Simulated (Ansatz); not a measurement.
Ideal-gas functions of C₂H₅NO, SMILES `CC(N)=O` at 800 K and 1 bar, from an Ansatz frequency run at PBE0-D4/def2-TZVP.

Molar mass 59.07 g/mol, point group C1 (symmetry number 1), electronic degeneracy 1, moments of inertia 46.147, 54.023, 97.051 u Å². Harmonic wavenumbers (cm⁻¹, unscaled): 27, 201, 430, 527, 548, 677, 860, 985, 1051, 1123, 1354, 1396, 1464, 1485, 1622, 1804, 3068, 3149, 3158, 3624, 3763.

Use S(trans) = R[1.5 ln M + 2.5 ln T − 1.1517]; rotational temperatures θ = 24.2544 K / I; S(rot) = R[ln(√π/σ · √(T³/θAθBθC)) + 1.5]; for each mode x = 1.438777 ν̃/T, S = R[x/(eˣ − 1) − ln(1 − e⁻ˣ)] and H = RT x/(eˣ − 1); 1 cm⁻¹ = 0.0119627 kJ/mol; R = 8.31446 J/(mol·K).

Q: By hand: the entropy, in J/(mol·K).

A: Translation 180.2. Rotation: θ = 0.5256, 0.449, 0.2499 K, giving 112.4. Vibration, mode by mode: 33.47, 16.82, 10.66, 9.06, 8.76, 7.17, 5.47, 4.57, 4.16, 3.75, 2.71, 2.55, 2.32, 2.25, 1.85, 1.43, 0.22, 0.19, 0.19, 0.09, 0.07, in all 117.8. Electronic 0.0. Sum 410.4 J/(mol·K).

Q: By hand: H − E and G − E in kJ/mol, counted from the electronic energy.

A: Zero-point energy ½ × 32316 × 0.0119627 = 193.3; thermal vibration 45.4; translation, rotation and pV give 4 RT = 26.6. H − E = 265.3 kJ/mol, and G − E = 265.3 − 800 × 410.4/1000 = -63.0 kJ/mol.

Vibration gives 29 % of the entropy, 33.5 J/(mol·K) of it from the mode under 150 cm⁻¹: soft modes count most, and the harmonic formula is weakest for them. The sum counts one conformer and one mirror image; others add a mixing term.
